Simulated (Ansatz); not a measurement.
Born–Oppenheimer molecular dynamics of H3S3 (6 atoms, charge 1, multiplicity 1). It starts at the highest image of a converged band. Of that band: The profile has 2 maxima (images 2, 6) with wells between them (image 4): this band takes more than one step, which may be the mechanism or a detour left from its start path. Neighbouring images differ by up to 1.2 eV, so the band resolves the path poorly. A vibrational analysis at the climbing image gives one clearly imaginary mode, 985i cm⁻¹: a first-order saddle point.

All numbers below come from RKS r2SCAN-D4/def2-SVPD (Ansatz 0.2.0).

* ensemble: NVE (velocity Verlet)
* time step: 0.5 fs
* steps asked: 200
* starting velocities drawn for: 100 K
* seed: 8734

Frames 0.5 fs apart, positions in Å, forces in eV/Å.

Velocities at 30.0 fs (Å/ps):

```
S -0.40 -0.12 -0.13
S -4.96 0.70 -0.32
S 4.40 0.48 -3.49
H -14.50 12.61 -12.79
H 46.53 -44.71 115.64
H -1.43 -1.44 22.64
```

```xyz
6
Properties=species:S:1:pos:R:3:forces:R:3 time_fs=30.0 energy_less_start_eV=-1.015 T=2061
S -1.696 -0.405 -0.525 -0.08 -0.58 0.07
S -0.629 1.024 0.281 0.58 0.47 -0.06
S 1.367 0.146 1.336 1.15 -0.32 -0.38
H -1.075 -0.514 -1.731 -0.10 0.14 -0.25
H 2.547 0.235 0.510 -1.52 0.08 0.53
H 1.165 -1.165 1.000 -0.04 0.21 0.09
6
Properties=species:S:1:pos:R:3:forces:R:3 time_fs=30.5 energy_less_start_eV=-1.010 T=2052
S -1.696 -0.405 -0.525 -0.05 -0.58 0.04
S -0.631 1.024 0.281 0.58 0.47 -0.10
S 1.369 0.146 1.334 0.93 -0.35 -0.03
H -1.082 -0.508 -1.738 -0.13 0.15 -0.21
H 2.569 0.213 0.569 -1.29 0.13 0.23
H 1.164 -1.166 1.011 -0.04 0.17 0.07
6
Properties=species:S:1:pos:R:3:forces:R:3 time_fs=31.0 energy_less_start_eV=-0.995 T=2023
S -1.696 -0.405 -0.525 -0.02 -0.58 -0.01
S -0.634 1.025 0.281 0.57 0.47 -0.15
S 1.372 0.146 1.332 0.67 -0.37 0.33
H -1.089 -0.501 -1.745 -0.15 0.16 -0.16
H 2.587 0.191 0.628 -1.02 0.18 -0.06
H 1.163 -1.166 1.023 -0.05 0.13 0.05
6
Properties=species:S:1:pos:R:3:forces:R:3 time_fs=31.5 energy_less_start_eV=-0.969 T=1972
S -1.696 -0.405 -0.525 0.02 -0.58 -0.06
S -0.636 1.025 0.281 0.55 0.47 -0.20
S 1.374 0.146 1.331 0.37 -0.37 0.66
H -1.098 -0.494 -1.752 -0.18 0.17 -0.10
H 2.603 0.170 0.687 -0.70 0.22 -0.33
H 1.162 -1.166 1.034 -0.06 0.08 0.03
6
Properties=species:S:1:pos:R:3:forces:R:3 time_fs=32.0 energy_less_start_eV=-0.932 T=1902
S -1.697 -0.405 -0.525 0.06 -0.57 -0.11
S -0.639 1.026 0.281 0.52 0.47 -0.25
S 1.376 0.147 1.329 0.06 -0.36 0.96
H -1.106 -0.486 -1.760 -0.21 0.18 -0.05
H 2.617 0.149 0.745 -0.37 0.24 -0.57
H 1.161 -1.165 1.046 -0.06 0.03 0.02
6
Properties=species:S:1:pos:R:3:forces:R:3 time_fs=32.5 energy_less_start_eV=-0.888 T=1816
S -1.697 -0.406 -0.525 0.09 -0.55 -0.15
S -0.641 1.026 0.281 0.49 0.46 -0.30
S 1.379 0.147 1.327 -0.23 -0.33 1.20
H -1.115 -0.478 -1.768 -0.24 0.19 0.01
H 2.631 0.128 0.802 -0.04 0.26 -0.76
H 1.160 -1.165 1.058 -0.07 -0.02 0.00
6
Properties=species:S:1:pos:R:3:forces:R:3 time_fs=33.0 energy_less_start_eV=-0.838 T=1721
S -1.697 -0.406 -0.525 0.13 -0.53 -0.20
S -0.643 1.027 0.280 0.46 0.45 -0.34
S 1.381 0.147 1.326 -0.47 -0.30 1.39
H -1.125 -0.469 -1.776 -0.26 0.19 0.06
H 2.644 0.108 0.856 0.23 0.26 -0.90
H 1.158 -1.164 1.070 -0.09 -0.07 -0.01
6
Properties=species:S:1:pos:R:3:forces:R:3 time_fs=33.5 energy_less_start_eV=-0.788 T=1624
S -1.697 -0.406 -0.525 0.16 -0.51 -0.24
S -0.645 1.027 0.280 0.43 0.44 -0.39
S 1.383 0.147 1.324 -0.64 -0.27 1.52
H -1.135 -0.461 -1.784 -0.28 0.19 0.11
H 2.658 0.089 0.909 0.43 0.26 -0.99
H 1.157 -1.164 1.081 -0.10 -0.11 -0.02
6
Properties=species:S:1:pos:R:3:forces:R:3 time_fs=34.0 energy_less_start_eV=-0.739 T=1531
S -1.697 -0.407 -0.525 0.19 -0.49 -0.27
S -0.648 1.028 0.280 0.39 0.42 -0.42
S 1.386 0.147 1.323 -0.70 -0.24 1.58
H -1.146 -0.451 -1.791 -0.30 0.19 0.15
H 2.673 0.071 0.960 0.52 0.26 -1.02
H 1.155 -1.164 1.093 -0.11 -0.14 -0.03
6
Properties=species:S:1:pos:R:3:forces:R:3 time_fs=34.5 energy_less_start_eV=-0.695 T=1445
S -1.698 -0.407 -0.525 0.21 -0.46 -0.29
S -0.650 1.028 0.279 0.36 0.41 -0.46
S 1.388 0.147 1.322 -0.66 -0.23 1.61
H -1.157 -0.441 -1.798 -0.30 0.19 0.18
H 2.689 0.053 1.008 0.51 0.26 -1.01
H 1.153 -1.164 1.105 -0.11 -0.16 -0.03
6
Properties=species:S:1:pos:R:3:forces:R:3 time_fs=35.0 energy_less_start_eV=-0.655 T=1366
S -1.698 -0.407 -0.526 0.22 -0.43 -0.30
S -0.652 1.029 0.279 0.33 0.39 -0.49
S 1.390 0.147 1.321 -0.51 -0.24 1.60
H -1.169 -0.431 -1.805 -0.31 0.19 0.21
H 2.706 0.036 1.053 0.39 0.26 -0.98
H 1.150 -1.165 1.117 -0.12 -0.17 -0.03
6
Properties=species:S:1:pos:R:3:forces:R:3 time_fs=35.5 energy_less_start_eV=-0.616 T=1292
S -1.698 -0.408 -0.526 0.23 -0.40 -0.31
S -0.654 1.030 0.279 0.30 0.36 -0.51
S 1.392 0.147 1.320 -0.29 -0.27 1.58
H -1.183 -0.420 -1.811 -0.30 0.18 0.22
H 2.724 0.019 1.096 0.19 0.28 -0.94
H 1.148 -1.166 1.128 -0.12 -0.16 -0.04
```

Of the whole run (100 fs, mean temperature of the second half 1071 K): The conserved energy stayed within 0.23 meV per atom of its start (net change -0.025 meV per atom), so the integration is sound. The kinetic energy rose, since the run started high on the potential surface and went downhill. It ends in pieces (H2S + HS2), so much of that is their flight and rotation, not heat. A run of 0.1 ps of so small a system gives no equilibrium averages. The orbitals stay closed-shell, which can raise the energy where a bond breaks towards radicals; this wasn't checked here.

Run time: 9.4 min on 2 threads of Intel(R) Xeon(R) Platinum 8259CL CPU @ 2.50GHz (Skylake/Cascade Lake), on a shared host, peak memory 0.23 GiB.
